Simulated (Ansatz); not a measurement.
Consider the homolysis of the B–Si bond: `B[SiH2]C` → `[BH2]`• + `C[SiH2]`•.

Isolated molecules relaxed with PBE0-D4/def2-TZVP in Ansatz; ΔE leaves out vibrations. CCSD(T)/CBS is the MP2 limit (def2-TZVPP, def2-QZVPP) plus CCSD(T) − MP2 in def2-TZVPP, frozen cores. This one scheme is used for every species. Functionals use def2-TZVPP. HSE06 is defined as in plane-wave codes. No spin–orbit coupling; open shells (•) take unrestricted orbitals.

`B[SiH2]C`:

Cartesian coordinates in Å:
```
B 1.325 1.299 0.054
Si 0.441 -0.506 0.029
C -1.433 -0.502 -0.060
H 0.728 2.333 -0.038
H 2.516 1.368 0.155
H 0.888 -1.254 1.244
H 1.001 -1.243 -1.147
H -1.775 0.012 -0.961
H -1.830 -1.519 -0.079
H -1.860 0.013 0.803
```

`[BH2]`•:

Cartesian coordinates in Å:
```
B 0.241 -0.134 0.197
H -0.329 -0.908 -0.506
H 0.088 1.042 0.309
```

`C[SiH2]`•:

Cartesian coordinates in Å:
```
C 0.040 -0.483 -0.659
Si 0.375 0.532 0.881
H -1.013 -0.407 -0.948
H 0.648 -0.133 -1.495
H 0.270 -1.537 -0.487
H -0.419 0.048 2.046
H 0.098 1.980 0.660
```

| level | ΔE (kJ/mol) |
| --- | --- |
| HSE06 | 360.8 |
| SCS-MP2/def2-TZVPP | 367.5 |

Problem. What does CCSD(T)/CBS give? (Estimate.)

Solution. Ansatz gave: +376.7 kJ/mol. The listed levels differ from it by -15.9, -9.2 kJ/mol.

Largest T1 diagnostic among the species: 0.012.

In def2-TZVPP, CCSD(T) changes the Hartree–Fock value by +94.7 kJ/mol (the triples alone add +6.3 kJ/mol) and MP2 by +92.4 kJ/mol; breaking electron pairs costs correlation energy, which Hartree–Fock lacks. The D4 term adds +7.4 kJ/mol with B3LYP and +4.1 kJ/mol with PBE0; it sums over pairs of atoms, weighted by their polarisabilities, and B3LYP, whose exchange is more repulsive, gets the larger term.

B3LYP here is the variant with VWN-RPA as its local correlation; programs differ in this.
